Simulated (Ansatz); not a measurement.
Computed with frozen-core CCSD(T)/def2-TZVPP // B3LYP-D3(BJ)/def2-SVP (Ansatz, a program for electronic structure).

Ansatz 0.2 input:
```yaml
crystal:
  periodic: [false, false, false]
  atoms:
    - { symbol: C, position_ang: [-0.023506, 0.232726, 0.0] }
    - { symbol: N, position_ang: [1.044181, -0.208587, -0.000003] }
    - { symbol: H, position_ang: [-1.020671, 0.644884, 0.000002] }
basis:
  gaussian: { orbitals: def2-TZVPP }
correlation:
  method: ccsd_t
```

Output:

```
Functional definition: HF
464 factors; integrals over basis functions are off by at most 1.3e-3 eV
mean field evaluation 1: about -2526.2923 eV, gradient 2.8e1 eV
mean field evaluation 2: about -2526.2993 eV, gradient 2.8e1 eV
mean field evaluation 4: about -2528.2064 eV, gradient 2.7e0 eV
mean field evaluation 8: about -2528.2376 eV, gradient 1.6e-4 eV
mean field evaluation 16: about -2528.2300 eV, gradient 1.9e-1 eV
mean field -2528.23762404 eV, -92.9110189825 hartree, gradient 3.0e-6 eV, S^2 0.000000; 0 other end points of the search recorded, 0 dependent functions left out
2 core orbitals not correlated
reference -2528.23762404 eV, -92.9110189825 hartree; 5, 5 occupied and 69, 69 virtual orbitals, 464 factors
second order -9.37508782 eV of doubles, -0.00000000 eV of singles
cycle   1  -9.09204297 eV  change    2.8e-1 eV  update   8.2e-2
cycle   2  -9.41700951 eV  change   -3.2e-1 eV  update   2.6e-2
cycle   3  -9.48640814 eV  change   -6.9e-2 eV  update   1.2e-2
cycle   4  -9.48711798 eV  change   -7.1e-4 eV  update   3.0e-3
cycle   5  -9.49015708 eV  change   -3.0e-3 eV  update   1.2e-3
cycle   6  -9.49067690 eV  change   -5.2e-4 eV  update   2.7e-4
cycle   7  -9.49071937 eV  change   -4.2e-5 eV  update   6.3e-5
cycle   8  -9.49076250 eV  change   -4.3e-5 eV  update   1.6e-5
cycle   9  -9.49076435 eV  change   -1.8e-6 eV  update   4.3e-6
perturbative correction -0.48470575 eV, -0.0178126079 hartree
Total energy: -2538.21309414 eV, -93.2776107472 hartree
```

Cost: roughly 1.0 core-seconds.
